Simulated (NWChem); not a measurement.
# formamide (CH₃NO); SMILES O=CN

```xyz
6

N     -0.1774     1.0773     0.0000
C      0.3851    -0.1549     0.0000
O     -0.2212    -1.1978     0.0000
H     -1.1870     1.1589     0.0000
H      0.3853     1.9157     0.0000
H      1.5029    -0.1038     0.0000
```
Atoms are numbered in this order, from 1.

Computed with NWChem. Medium grid unless said otherwise, to which SCAN and Minnesota functionals are sensitive. Structure relaxed at the PBE0/def2-SVP level. Level r2SCAN/def2-SVPD: energy and gradient; each run changes one setting, and changes count from the defaults (medium grid, exact Coulomb integrals, symmetry on).

```json
[
 {"setting": "defaults", "size of the energy change (μHa)": "< 10", "largest change of a gradient component (μHa/bohr)": "< 30"},
 {"setting": "Coulomb fitting, Weigend set", "size of the energy change (μHa)": "200", "largest change of a gradient component (μHa/bohr)": "100"},
 {"setting": "coarse grid", "size of the energy change (μHa)": "200", "largest change of a gradient component (μHa/bohr)": "100"},
 {"setting": "tight SCF thresholds and tolerances", "size of the energy change (μHa)": "< 10", "largest change of a gradient component (μHa/bohr)": "< 30"}
]
```
